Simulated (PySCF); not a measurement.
**Assignment exercise: C3H7NO2**

Mapped SMILES: `[CH3:1][O:2][CH2:3][C:4]([NH2:5])=[O:6]`; H(Xn) means a hydrogen on atom n. Ha(N5) is cis to the C=O or C=S heteroatom; Hb(N5) is trans to the C=O or C=S heteroatom.

Theoretical values (PySCF): couplings computed with B3LYP/pcJ-1 (spin–dipole term only in couplings to heteroatoms), PBE0/pcSseg-1 with gauge-including orbitals, coordinates at the PBE0-D3(BJ)/def2-SVP level. Non-relativistic, isolated molecule, equivalent nuclei averaged, single conformer.

Shifts are taken against calculated references (same method and geometry level): 13C (σ = 184.41 ppm), 1H (σ = 31.27 ppm) vs TMS.

Question: Assign these signals to the numbered atoms. 13C{1H} NMR (computed): δ 168.2, 73.2, 58.6.

Answer: 
168.2 → C4, amide carbonyl carbon: it is a carbonyl in resonance with an O or N lone pair, the region of acids, esters and amides
73.2 → C3, sp3 CH2 bonded to O, α to a carbonyl: the inductive effect lowers its shielding
58.6 → C1, methyl carbon bonded to O: deshielded by the electronegative neighbour

Question: Assign these signals to the numbered atoms. 1H NMR (600 MHz, computed): δ 5.97 (br, 1H), 4.30 (br, 1H), 3.47 (s, 2H), 3.35 (s, 3H).

Answer: 
5.97 → Hb(N5), hydrogen on an amide-type nitrogen: exchangeable; this is the value without hydrogen bonding to other molecules
4.30 → Ha(N5), hydrogen on an amide-type nitrogen
3.47 → H(C3), hydrogen on an sp3 CH2 bonded to O, α to a carbonyl: its carbon carries O, an electronegative neighbour
3.35 → H(C1), hydrogen on a methyl carbon bonded to O: its carbon carries O, an electronegative neighbour

The OH or NH signal is concentration- and solvent-dependent in practice; the value given is the gas-phase one. Rotation about the amide-type C–N bond is slow at room temperature, so the two groups on nitrogen are listed apart. Shifts are as computed. Against solution values, carbons near 30 ppm lie about +2 ppm off and those near 130 ppm about +5 ppm. Of 1211 compounds with measured shifts, 218 miss one by over three times the rms of a fit or turn the order of signals round; such compounds aren't used in these exercises. Hydrogen bonding in solution deshields acid and N–H amide carbonyl carbons by as much as 10 ppm beyond these values.
